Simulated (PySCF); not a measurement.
## Nitrogen: a sound run and one with changed settings

Sound run: N [He] 2s2 2p3, N⁺ [He] 2s2 2p2. Computed with PySCF 2.14 in pcseg-2 (4s3p2d1f, 30 functions), with the non-relativistic Hamiltonian (point nucleus). In the sound run the correlated levels freeze 1s2. The sound run starts from symmetry-adapted Hartree-Fock orbitals and uses a fine grid where one is needed.

Changed run: initial guess 1e, at most 50 SCF cycles, level shift 2.0 hartree.

| species | method | sound run (hartree) | changed run (hartree) | converged |
| --- | --- | --- | --- | --- |
| N | UHF | -54.39880 | -54.39880 | yes |
| N | LDA | -54.13165 | -54.13165 | yes |
| N | BP86 | -54.59254 | -54.59254 | yes |
| N | MP2 | -54.49174 | -54.44669 | yes |
| N | CCSD(T) | -54.50967 | -54.50967 | yes |
| N⁺ | UHF | -53.88813 | -53.88813 | yes |
| N⁺ | LDA | -53.58015 | -53.58015 | yes |
| N⁺ | BP86 | -54.05000 | -54.05000 | yes |
| N⁺ | MP2 | -53.95681 | -53.92333 | yes |
| N⁺ | CCSD(T) | -53.97933 | -53.97933 | yes |

Ionisation energy of N:

```json
{"method": "UHF", "sound run (eV)": "13.896", "changed run (eV)": "13.896"}
{"method": "LDA", "sound run (eV)": "15.007", "changed run (eV)": "15.007"}
{"method": "BP86", "sound run (eV)": "14.763", "changed run (eV)": "14.763"}
{"method": "MP2", "sound run (eV)": "14.556", "changed run (eV)": "14.241"}
{"method": "SCS-MP2", "sound run (eV)": "14.305", "changed run (eV)": "14.113"}
{"method": "CCSD", "sound run (eV)": "14.415", "changed run (eV)": "14.415"}
{"method": "CCSD(T)", "sound run (eV)": "14.431", "changed run (eV)": "14.431"}
```

A level shift leaves the converged SCF energy unchanged but raises the virtual orbital energies, which shrinks MP2 if it is not removed.

For comparison, NIST gives 14.534 eV between the lowest levels.
